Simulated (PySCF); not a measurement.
CH₃S, SMILES C[S], multiplicity 2. Atoms are numbered in the order given.

```xyz
5

C     -1.0993    -0.0094     0.0000
S      0.6885    -0.0021     0.0000
H     -1.4110     1.0418     0.0000
H     -1.5044    -0.4756    -0.8990
H     -1.5044    -0.4756     0.8990
```
Charge 0, spin multiplicity 2.

Coordinates come from a r2SCAN-D4/def2-TZVP optimisation. The isomer is the one that the SMILES or the coordinates give; other isomers of the formula were not compared.

Computed with B3LYP/pcH-1 in PySCF.

Unrestricted Kohn–Sham, ⟨S²⟩ = 0.753. Hyperfine tensors hold the contact and dipolar terms, without spin-orbit corrections.

Computed hyperfine couplings:
| nucleus | A(iso) (MHz) | A(iso) (G) | dipolar principal values (MHz) |
|---|---|---|---|
| 13C no. 1 | -17.2 | -6.1 | -3.6, -1.6, 5.2 |
| 33S no. 2 | 16.5 | 5.9 | -89.1, -88.2, 177.3 |
| 1H no. 3 | 123.0 | 43.9 | -6.3, -1.6, 7.9 |
| 1H no. 4 | 25.9 | 9.2 | -3.8, -3.1, 6.9 |
| 1H no. 5 | 25.9 | 9.2 | -3.8, -3.1, 6.9 |
